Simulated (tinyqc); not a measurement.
ROHF in the sto-6g basis, for NH3+, spin multiplicity 2, step by step. One step of it, computed by the program tinyqc.

Question. Iteration 1: Roothaan effective Fock matrix. With projectors Pc = D(beta) S, Po = (D(alpha) - D(beta)) S, Pv = 1 - D(alpha) S, the block xy is Px^T F Py; with Fc = (F(alpha) + F(beta))/2, the blocks are Fc for cc, oo, vv and cv, F(beta) for co and F(alpha) for ov.

F(alpha) (hartree), lower triangle:
```
             1N 1s      1N 2s     1N 2px     1N 2py     1N 2pz      2H 1s      3H 1s      4H 1s
1N 1s   -20.436931
1N 2s    -4.494761  -3.387831
1N 2px   -0.000233  -0.001020  -2.603860
1N 2py    0.000000   0.000000   0.000000  -1.957629
1N 2pz    0.007911  -0.058013  -0.000040   0.000000  -2.496695
2H 1s    -0.613858  -0.837339  -0.659458   0.000000   0.097143  -0.901719
3H 1s    -0.612542  -0.831336   0.330603  -0.473811   0.097552  -0.166492  -0.898439
4H 1s    -0.612542  -0.831336   0.330603   0.473811   0.097552  -0.166492  -0.180543  -0.898439
```

F(beta) (hartree), lower triangle:
```
             1N 1s      1N 2s     1N 2px     1N 2py     1N 2pz      2H 1s      3H 1s      4H 1s
1N 1s   -20.412432
1N 2s    -4.458361  -3.227884
1N 2px   -0.000646  -0.005404  -1.830896
1N 2py    0.000000   0.000000   0.000000  -1.915472
1N 2pz    0.008059  -0.056421   0.000284   0.000000  -2.453705
2H 1s    -0.605891  -0.790344  -0.522891   0.000000   0.095847  -0.857453
3H 1s    -0.606314  -0.796356   0.261822  -0.467231   0.096523  -0.168323  -0.880828
4H 1s    -0.606314  -0.796356   0.261822   0.467231   0.096523  -0.168323  -0.167448  -0.880828
```

D(alpha) at the start, lower triangle:
```
            1N 1s      1N 2s     1N 2px     1N 2py    1N 2pz      2H 1s      3H 1s     4H 1s
1N 1s    0.003053
1N 2s   -0.025700   0.237881
1N 2px  -0.000040   0.000142   1.209175
1N 2py   0.000000   0.000000   0.000000   0.081713
1N 2pz  -0.028088   0.111315  -0.000016   0.000000  0.985072
2H 1s    0.028271  -0.291372  -0.428937   0.000000  0.050410   1.274176
3H 1s    0.028272  -0.291483   0.214539  -0.229020  0.050438  -0.045430   1.256337
4H 1s    0.028272  -0.291483   0.214539   0.229020  0.050438  -0.045430  -0.027424  1.256337
```

D(beta) at the start, lower triangle:
```
            1N 1s      1N 2s     1N 2px     1N 2py    1N 2pz      2H 1s      3H 1s     4H 1s
1N 1s    0.003053
1N 2s   -0.025700   0.237881
1N 2px   0.000005  -0.000063   0.081689
1N 2py   0.000000   0.000000   0.000000   0.081713
1N 2pz  -0.028088   0.111315  -0.000008   0.000000  0.985072
2H 1s    0.028264  -0.291342  -0.264347   0.000000  0.050409   1.250149
3H 1s    0.028275  -0.291498   0.132247  -0.229020  0.050439  -0.033417   1.250331
4H 1s    0.028275  -0.291498   0.132247   0.229020  0.050439  -0.033417  -0.033431  1.250331
```

overlap S, lower triangle:
```
           1N 1s     1N 2s     1N 2px     1N 2py     1N 2pz     2H 1s     3H 1s     4H 1s
1N 1s   1.000000
1N 2s   0.229416  1.000000
1N 2px  0.000000  0.000000   1.000000
1N 2py  0.000000  0.000000   0.000000   1.000000
1N 2pz  0.000000  0.000000   0.000000   0.000000   1.000000
2H 1s   0.030974  0.333870   0.325027   0.000000  -0.056791  1.000000
3H 1s   0.030989  0.333972  -0.162580   0.281534  -0.056814  0.083740  1.000000
4H 1s   0.030989  0.333972  -0.162580  -0.281534  -0.056814  0.083740  0.083790  1.000000
```

Give: effective F.

Answer.

effective F (hartree), lower triangle:
```
           1N 1s    1N 2s   1N 2px   1N 2py   1N 2pz    2H 1s    3H 1s    4H 1s
1N 1s   -20.4247
1N 2s    -4.4766  -3.3079
1N 2px   -0.0001   0.0002  -2.2227
1N 2py    0.0000   0.0000   0.0000  -1.9366
1N 2pz    0.0080  -0.0572  -0.0007   0.0000  -2.4752
2H 1s    -0.6098  -0.8131  -0.6028   0.0000   0.0963  -0.8841
3H 1s    -0.6095  -0.8142   0.3038  -0.4705   0.0971  -0.1648  -0.8911
4H 1s    -0.6095  -0.8142   0.3038   0.4705   0.0971  -0.1648  -0.1755  -0.8911
```
